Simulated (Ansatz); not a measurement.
Relaxation of AlFH$_{4}$O (7 atoms, charge 0, multiplicity 1), to a largest force component of 0.03 eV/Å in at most 50 steps.

These are results of Ansatz, RKS PBE0-D4/def2-SVPD, not measurements.

```xyz
7
Properties=species:S:1:pos:R:3:forces:R:3
Al -0.077 -0.242 0.016 0.02 0.18 0.51
O -0.076 -0.263 1.780 0.09 0.23 -0.53
H -0.886 -0.438 2.261 -0.07 -0.02 0.06
H 1.349 -0.197 -0.651 0.00 0.00 0.00
H -1.467 -0.382 -0.731 0.01 -0.01 0.01
F 0.153 2.467 0.979 -0.02 -0.05 -0.22
H 0.243 1.915 1.717 -0.02 -0.33 0.16
```

Question: Where does it end, and by what steps?

Answer: It converged. After 16 steps the energy has fallen by 1.171 eV; H7 moved furthest, 1.10 Å. Parted: F6–H7 (0.93 → 2.32 Å). Joined: Al1–F6 (2.88 → 1.71 Å), O2–H7 (2.20 → 0.97 Å).

```csv
step,energy less start (eV),largest force component (eV/Å),accepted
0,0.0000,0.527,yes
1,-0.1172,0.507,yes
2,-0.2249,0.697,yes
3,-0.2777,1.791,yes
4,-0.3658,0.829,yes
5,-0.4120,0.421,yes
6,-0.5206,1.375,yes
7,-0.4943,6.098,no
8,-0.7361,1.111,yes
9,-0.9276,0.799,yes
10,-1.0199,1.897,yes
11,-1.1352,0.440,yes
12,-1.1512,0.723,yes
13,-1.1515,0.275,yes
14,-1.0791,0.994,no
15,-1.1703,0.039,yes
16,-1.1709,0.011,yes
```

```xyz
7
Properties=species:S:1:pos:R:3
Al 0.034 0.412 -0.110
O -0.042 0.096 1.887
H -0.835 -0.338 2.225
H 1.397 -0.234 -0.590
H -1.393 -0.164 -0.519
F 0.092 2.093 0.221
H -0.014 0.992 2.256
```

Whether the end is a true minimum wasn't checked by a vibrational analysis.

The run took 33 s on 2 threads of Arm Neoverse V1, on a shared host, peak memory 0.17 GiB.
